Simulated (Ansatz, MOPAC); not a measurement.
**Zinc-blende GaAs: properties by level of theory**

Reference values: zone-centre TO phonon frequency 271 cm⁻¹ (measured, temperature not stated, no zero-point or thermal correction, our sources range from 268 to 271; as tabulated in Han and Bester (2011), arXiv:1107.0196); elastic constant C11 119 GPa (measured, temperature not stated, not corrected to a static lattice; as tabulated in Bastos et al. (2018), arXiv:1801.07526); elastic constant C44 60 GPa (measured, temperature not stated, no zero-point or thermal correction; as tabulated in Råsander and Moram (2015), arXiv:1505.02379).

| level (code) | zone-centre TO phonon frequency (cm⁻¹) | elastic constant C11 (GPa) | elastic constant C44 (GPa) |
|---|---|---|---|
| PM7 semi-empirical Hartree-Fock (MOPAC) | 299 | 156 | 62.4 |
| LC-ωPBE (Ansatz) | 294 | 148 | 73.4 |
| r²SCANh (Ansatz) | 270 | 122 | 62.5 |

Differences from the reference values (errors of the level alone only where the reference is corrected to a static lattice):

| level | zone-centre TO phonon frequency (%) | elastic constant C11 (%) | elastic constant C44 (%) |
|---|---|---|---|
| PM7 semi-empirical Hartree-Fock (MOPAC) | +10.3 | +31 | +4.0 |
| LC-ωPBE | +8.5 | +24 | +22 |
| r²SCANh | -0.4 | +2.5 | +4.2 |

Nearest: zone-centre TO phonon frequency, r²SCANh; elastic constant C11, not ranked (reference at room or unstated temperature); elastic constant C44, not ranked (reference at room or unstated temperature).

Caveats: the method was fitted mainly to molecules (PM7 semi-empirical Hartree-Fock (MOPAC)); the run uses a supercell at the zone centre in place of a k mesh (PM7 semi-empirical Hartree-Fock (MOPAC)). Ansatz's density-functional and Hartree–Fock values are scalar-relativistic unless marked +SOC, with PAW data made under PBE.

Unless a cell is named, each level is at its own relaxed cell (PM7 semi-empirical Hartree-Fock (MOPAC) 22.42, LC-ωPBE 21.64, r²SCANh 22.60 Å³/atom).

Differences are worked out from the printed values.

The computed numbers hold no vibrational or temperature effects.

Ansatz is a quantum-chemistry and plane-wave program.
